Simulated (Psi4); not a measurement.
Psi4 input (wB97X-D/6-31G*):

```
memory 1500 MB

molecule {
-1 1
C    -0.08701136   -1.63727742    0.02176407
C     0.65262971   -0.51621581    0.00122514
C     0.01484235    0.73074242   -0.00951478
H    -1.18730815   -1.67235484    0.03133492
H     0.38144000   -2.62489794    0.03057446
N    -0.38241372    1.83339395   -0.02039371
symmetry c1
no_reorient
no_com
}

set {
  basis 6-31G*
  reference rks
  scf_type pk
  dft_radial_points 99
  dft_spherical_points 590
  e_convergence 1e-8
  d_convergence 1e-7
  maxiter 150
}

e = energy('wb97x-d')
print_out(f'\nFINAL {e:.10f} DIPOLE {variable("CURRENT DIPOLE")[0]:.6f} {variable("CURRENT DIPOLE")[1]:.6f} {variable("CURRENT DIPOLE")[2]:.6f}\n')
```

From the last part of the output:

```

    Doubly Occupied:

       1A    -14.209492     2A    -10.106593     3A    -10.090709
       4A    -10.052165     5A     -0.765700     6A     -0.639013
       7A     -0.487895     8A     -0.330228     9A     -0.294855
      10A     -0.229801    11A     -0.222303    12A     -0.196348
      13A     -0.111910    14A     -0.046700

    Virtual:

      15A      0.264813    16A      0.354771    17A      0.419790
      18A      0.440371    19A      0.448374    20A      0.522367
      21A      0.622895    22A      0.683836    23A      0.825119
      24A      0.853942    25A      0.892937    26A      0.899876
      27A      0.916661    28A      0.957017    29A      0.967867
      30A      0.975316    31A      0.986603    32A      1.097788
      33A      1.126903    34A      1.149175    35A      1.217959
      36A      1.268953    37A      1.324608    38A      1.428780
      39A      1.488260    40A      1.680948    41A      1.773368
      42A      1.825906    43A      1.865437    44A      1.877743
      45A      1.893100    46A      1.986145    47A      2.220245
      48A      2.270186    49A      2.272608    50A      2.299366
      51A      2.334836    52A      2.461808    53A      2.561324
      54A      2.697381    55A      2.841994    56A      2.933079
      57A      3.106860    58A      3.128869    59A      3.336638
      60A      3.571318    61A      4.323455    62A      4.418928
      63A      4.535251    64A      4.935860

    Final Occupation by Irrep:
              A
    DOCC [    14 ]
    NA   [    14 ]
    NB   [    14 ]

  @RKS Final Energy:  -170.13628803102978

   => Energetics <=

    Nuclear Repulsion Energy =             82.8211206608846311
    One-Electron Energy =                -399.1102838111030451
    Two-Electron Energy =                 162.6957761881723172
    DFT Exchange-Correlation Energy =     -16.5419761512602754
    Empirical Dispersion Energy =          -0.0009249177233838
    VV10 Nonlocal Energy =                  0.0000000000000000
    Total Energy =                       -170.1362880310297783

Computation Completed

Properties will be evaluated at   0.000000,   0.000000,   0.000000 [a0]

Properties computed using the SCF density matrix

 Multipole Moments:

 ------------------------------------------------------------------------------------
     Multipole            Electronic (a.u.)      Nuclear  (a.u.)        Total (a.u.)
 ------------------------------------------------------------------------------------

 L = 1.  Multiply by 2.5417464519 to convert [e a0] to [Debye]
 Dipole X            :         -0.4187078            0.0000000           -0.4187078
 Dipole Y            :         -0.7697504            0.0000000           -0.7697504
 Dipole Z            :          0.0133637           -0.0000000            0.0133636
 Magnitude           :                                                    0.8763621

 ------------------------------------------------------------------------------------

FINAL -170.1362880310 DIPOLE -0.418708 -0.769750 0.013364

*** Psi4 exiting successfully. Buy a developer a beer!
```

The dipole moment of an ion depends on the origin.
